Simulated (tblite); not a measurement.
Species: C₄H₁₀OS.
Numbering: `[CH3:1][CH:2]([CH3:3])[S@:4]([CH3:5])=[O:6]` (hydrogens: H7, H8, H9 on C1; H10 on C2; H11, H12, H13 on C3; H14, H15, H16 on C5)

Computed with GFN2-xTB (tblite), gas phase: Langevin dynamics at 400 K from the optimised GFN2-xTB geometry, time step 0.5 fs, friction 0.01 fs⁻¹, 2000 steps.

The start geometry, which sets the zero of energy:
```
atom  x, y, z in Å
C1     -0.723    1.426   -0.004
C2     -0.408   -0.005   -0.394
C3     -1.661   -0.838   -0.596
S4      0.552   -0.823    0.998
C5      2.178   -0.027    0.624
O6      0.704   -2.222    0.594
H7      0.178    2.031    0.066
H8     -1.230    1.446    0.958
H9     -1.377    1.882   -0.745
H10     0.220   -0.051   -1.286
H11    -2.319   -0.745    0.266
H12    -1.389   -1.885   -0.710
H13    -2.201   -0.517   -1.485
H14     2.443   -0.205   -0.412
H15     2.915   -0.490    1.273
H16     2.112    1.033    0.839
```

Problem. These frames come from the run, each turned onto the start geometry. Order them by potential energy, lowest first.
A.
```
atom  x, y, z in Å
C1     -0.649    1.388   -0.186
C2     -0.350   -0.074   -0.438
C3     -1.617   -0.801   -0.531
S4      0.476   -0.754    1.037
C5      2.124    0.091    0.688
O6      0.802   -2.175    0.910
H7      0.211    1.983    0.130
H8     -1.447    1.306    0.492
H9     -1.017    1.930   -1.065
H10     0.180   -0.415   -1.376
H11    -2.129   -0.910    0.508
H12    -1.505   -1.849   -0.732
H13    -2.277   -0.355   -1.293
H14     1.967    1.126    0.649
H15     2.378   -0.261   -0.329
H16     2.844   -0.223    1.526
```
B.
```
atom  x, y, z in Å
C1     -0.656    1.408   -0.028
C2     -0.446   -0.015   -0.496
C3     -1.757   -0.858   -0.576
S4      0.464   -0.712    0.983
C5      2.123    0.042    0.660
O6      0.609   -2.157    0.762
H7      0.317    1.933   -0.127
H8     -1.009    1.506    1.003
H9     -1.412    1.650   -0.755
H10     0.331   -0.300   -1.197
H11    -2.405   -0.614    0.183
H12    -1.392   -1.891   -0.684
H13    -2.226   -0.681   -1.582
H14     2.123    0.650   -0.296
H15     2.933   -0.694    0.700
H16     2.395    0.741    1.438
```
C.
```
atom  x, y, z in Å
C1     -0.820    1.438    0.047
C2     -0.445   -0.029   -0.317
C3     -1.654   -0.881   -0.606
S4      0.632   -0.736    1.141
C5      2.231   -0.022    0.507
O6      0.844   -2.171    1.071
H7      0.093    1.881    0.358
H8     -1.636    1.490    0.827
H9     -1.155    1.909   -0.860
H10     0.255   -0.017   -1.182
H11    -2.577   -0.666    0.064
H12    -1.414   -1.955   -0.700
H13    -1.967   -0.500   -1.582
H14     2.142    0.053   -0.534
H15     2.987   -0.757    0.786
H16     2.477    0.972    0.968
```
D.
```
atom  x, y, z in Å
C1     -0.733    1.384   -0.286
C2     -0.418   -0.127   -0.372
C3     -1.765   -0.869   -0.555
S4      0.586   -0.792    1.111
C5      2.298    0.063    0.748
O6      0.804   -2.201    0.851
H7      0.065    1.906    0.298
H8     -1.703    1.551    0.255
H9     -0.719    1.772   -1.278
H10     0.111   -0.329   -1.271
H11    -2.025   -1.083    0.463
H12    -1.660   -1.786   -1.101
H13    -2.572   -0.191   -0.877
H14     2.031    0.953    0.142
H15     2.979   -0.602    0.210
H16     2.712    0.359    1.651
```
E.
```
atom  x, y, z in Å
C1     -0.615    1.383   -0.044
C2     -0.353   -0.064   -0.466
C3     -1.694   -0.784   -0.595
S4      0.535   -0.943    0.898
C5      2.078    0.008    0.756
O6      0.809   -2.281    0.352
H7      0.141    2.014   -0.425
H8     -0.606    1.463    1.063
H9     -1.573    1.705   -0.376
H10     0.205   -0.196   -1.369
H11    -2.456   -0.578    0.170
H12    -1.526   -1.846   -0.562
H13    -2.264   -0.564   -1.592
H14     2.431   -0.024   -0.241
H15     2.894   -0.351    1.363
H16     1.987    1.067    1.057
```

Solution. E (0.372 eV), C (0.563 eV), D (0.666 eV), A (0.775 eV), B (0.916 eV).

In the order of the answer:

```csv
t (fs),E above start (eV),largest force (eV/Å),rms force component (eV/Å),rms distance from start (Å),rms bond change (Å),bond most changed (Å)
100,0.372,2.11,0.683,0.285,0.029,C3–H13 +0.081
525,0.563,2.03,0.694,0.308,0.035,C3–H11 +0.072
650,0.666,2.69,0.760,0.680,0.036,S4–C5 +0.099
700,0.775,3.43,0.937,0.778,0.039,C3–H11 +0.075
575,0.916,4.57,1.005,0.368,0.026,C3–H11 -0.061
```

What follows is the cost of the whole dynamics run. The run took 8.9 s of wall time on an Arm Neoverse V2 with one thread, shared host, and the process peaked at 0.18 GiB of memory.
